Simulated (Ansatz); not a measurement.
# C3H5F: the cost of one run

All numbers below are computed with Ansatz 0.2.0 (RKS B3LYP-D4/def2-SVP).

## (1) The starting structure

Bond lengths: C1–C2 1.491 Å, C2–C3 1.353 Å, C3–F4 1.299 Å, C1–H5 1.103 Å, C1–H6 1.081 Å, C1–H7 1.112 Å, C2–H8 1.051 Å, C3–H9 1.073 Å. Angles: C1–C2–C3 122.7°, C1–C2–H8 116.3°, C3–C2–H8 121.0°, C2–C1–H5 110.1°, C2–C1–H6 110.2°, C2–C1–H7 113.9°, H5–C1–H6 105.6°, H5–C1–H7 109.5°, H6–C1–H7 107.2°, C2–C3–F4 120.5°, C2–C3–H9 124.1°, F4–C3–H9 115.4°.

Coordinates:

```xyz
9

C    -0.3804    0.5875   -0.8744
C    -0.4134   -0.3322    0.2990
C     0.6843   -0.6115    1.0395
F     1.8280   -0.0665    0.7546
H    -0.7264    0.0600   -1.7788
H    -1.0754    1.4026   -0.7287
H     0.6188    1.0366   -1.0661
H    -1.3451   -0.7597    0.5291
H     0.6834   -1.2592    1.8947
```

## (2) Relaxing end A

File input.yaml:

```yaml
crystal:
  periodic: [false, false, false]
  atoms:
    - { symbol: C, position_ang: [-0.3804, 0.5875, -0.8744] }
    - { symbol: C, position_ang: [-0.4134, -0.3322, 0.299] }
    - { symbol: C, position_ang: [0.6843, -0.6115, 1.0395] }
    - { symbol: F, position_ang: [1.828, -0.0665, 0.7546] }
    - { symbol: H, position_ang: [-0.7264, 0.06, -1.7788] }
    - { symbol: H, position_ang: [-1.0754, 1.4026, -0.7287] }
    - { symbol: H, position_ang: [0.6188, 1.0366, -1.0661] }
    - { symbol: H, position_ang: [-1.3451, -0.7597, 0.5291] }
    - { symbol: H, position_ang: [0.6834, -1.2592, 1.8947] }
basis:
  gaussian: { orbitals: def2-SVP }
hamiltonian:
  xc: b3lyp
  dispersion: d4
relax:
  f_tol: 0.015
  max_steps: 40
```

Run with:

```bash
$ ansatz run input.yaml --threads 1 --pin off --max-ram 2048MiB --backend cpu --events-out ev --progress --plain --runs-dir out
```

Q: Estimate wall time and peak memory on 1 thread of Arm Neoverse V1, shared host.

About 18 s, with a peak of 0.15 GiB.
